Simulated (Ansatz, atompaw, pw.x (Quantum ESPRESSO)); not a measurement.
# pw.x on fcc N: one setting changed

Potential: PAW, atompaw 4.2.0.5, PBEsol; core [He], reference 2s2 2p3; waves: 2s (bound): rc 0.90 bohr; 2s channel at -0.9 Ry: rc 0.90 bohr; 2p (bound): rc 1.70 bohr; 2p channel at 1.8 Ry: rc 1.70 bohr; 3d channel at 0.2 Ry: rc 1.70 bohr; 3d channel at 2.4 Ry: rc 1.70 bohr; local part: troulliermartins scheme with l = 3 at -0.5 Ry, radius 1.55 bohr; core correction: smooth core density matched at 1.55 bohr; augmentation: sinc compensation charge, radius 1.60 bohr; PAW radius 1.70 bohr; waves and projectors: custom rrkj gramschmidtortho.

The reference run (k-mesh 18³, cutoffs 60/600 Ry, Fermi–Dirac 0.01 Ry, mixing_beta 0.4, conv_thr 1e-9, no spin) gives 0.36 GPa at 7.215 Å³/atom, where all-electron LAPW gives 0.53 GPa. This run, with its own iteration cap, changes degauss to 0.02.

```
&control
  calculation='scf', prefix='x', pseudo_dir='./', outdir='./tmp', tstress=.true., disk_io='none'
/
&system
  ibrav=0, nat=1, ntyp=1, ecutwfc=60, ecutrho=600, nbnd=9,
  occupations='smearing', smearing='fd', degauss=0.02
/
&electrons
  conv_thr=1e-09, mixing_beta=0.4, electron_maxstep=60
/
ATOMIC_SPECIES
N 1.0 N.UPF
CELL_PARAMETERS angstrom
  0.00000000 1.53368245 1.53368245
  1.53368245 0.00000000 1.53368245
  1.53368245 1.53368245 0.00000000
ATOMIC_POSITIONS crystal
N 0.0000 0.0000 0.0000
K_POINTS automatic
18 18 18 0 0 0
```

```bash
pw.x < N.scf.in > N.scf.out
```

**Question.** How does the run end?

**Answer.** It converges in 5 iterations; the free energy moves by -59.2 meV/atom and the pressure by +1.39 GPa. In a metal, with Fermi–Dirac smearing, F lies below its zero-width value by a term in the square of the width.

```
Message from routine setup:
     using ibrav=0 with symmetry is DISCOURAGED, use correct ibrav instead
     lattice parameter (alat)  =       4.0987  a.u.
     unit-cell volume          =      48.6892 (a.u.)^3
     number of electrons       =         5.00
     number of Kohn-Sham states=            9
     kinetic-energy cutoff     =      60.0000  Ry
     charge density cutoff     =     600.0000  Ry
     scf convergence threshold =      1.0E-09
     Exchange-correlation= SLA PW PSX PSC
     number of k points=   195  Fermi-Dirac smearing, width (Ry)=  0.0200
     iteration #  1     ecut=    60.00 Ry     beta= 0.40
     total energy              =     -27.49213524 Ry
     estimated scf accuracy    <       0.00045421 Ry
     iteration #  2     ecut=    60.00 Ry     beta= 0.40
     total energy              =     -27.49206135 Ry
     estimated scf accuracy    <       0.00006087 Ry
     iteration #  3     ecut=    60.00 Ry     beta= 0.40
     total energy              =     -27.49207926 Ry
     estimated scf accuracy    <       0.00000922 Ry
     iteration #  4     ecut=    60.00 Ry     beta= 0.40
     total energy              =     -27.49207996 Ry
     estimated scf accuracy    <       0.00000002 Ry
     iteration #  5     ecut=    60.00 Ry     beta= 0.40
     the Fermi energy is     9.0606 ev
!    total energy              =     -27.49207999 Ry
     estimated scf accuracy    <          8.0E-10 Ry
     smearing contrib. (-TS)   =      -0.01146663 Ry
     The total energy is F=E-TS. E is the sum of the following terms:
     one-electron contribution =       3.55533640 Ry
     hartree contribution      =       1.56623654 Ry
     xc contribution           =      -4.61471718 Ry
     ewald contribution        =     -19.77433892 Ry
     one-center paw contrib.   =      -8.21313020 Ry
     convergence has been achieved in   5 iterations
          total   stress  (Ry/bohr**3)                   (kbar)     P=       17.53
     Message from routine punch:
     Nothing written, as per user request (disk_io='none')
```

The run took about 6.6 s on one core of a shared host (Intel(R) Xeon(R) 6975P-C, 192 threads, 378 GiB, load 17).
